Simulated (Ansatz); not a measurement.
Results of HSE06 (PAW; Ansatz, a quantum-chemistry and plane-wave program) for rock-salt RbBr.

Numerical settings: plane-wave cutoff 460 eV, 6×6×6 k mesh, Fermi–Dirac smearing 0.01 eV, scalar-relativistic PAW data made under PBE.

Pressure at four volumes; x = ln(V/42.332 Å³). One pressure is withheld.

| V (Å³/atom) | x | P (GPa) |
|---|---|---|
| 40.303 | -0.0491 | ? |
| 41.364 | -0.0231 | 0.338 |
| 42.332 | 0.0000 | 0.026 |
| 44.546 | 0.0510 | -0.544 |

Q: Pass a parabola P(x) through the three rows shown, estimate the bulk modulus and its pressure derivative near zero pressure, and predict the withheld pressure.

A: Slopes between the rows: (0.026 − (0.338))/(0.0000 − (-0.0231)) = -13.51 and (-0.544 − (0.026))/(0.0510 − (0.0000)) = -11.18 GPa. Their difference over the span 0.0741 is c = 2.33/0.0741 = 31.4 GPa, so P(x) = 0.338 + (-13.51)(x − (-0.0231)) + 31.4 (x − (-0.0231))(x − (0.0000)). At the middle row B = −dP/dx = −[-13.51 + 31.4 × 0.0231] = 12.8 GPa, and B′ = dB/dP = 2c/B = 4.9. At x = -0.0491 the parabola gives 0.729 GPa; the run gives 0.732 GPa. The Birch–Murnaghan fit to the energies at all volumes has B0 = 12.6 GPa and B′ = 5.0.

Measured, for comparison: bulk modulus 16 GPa (4 K, not corrected to a static lattice; as tabulated in Doll and Stoll (1998), arXiv:cond-mat/9801031). Computed less measured: bulk modulus -21 %.
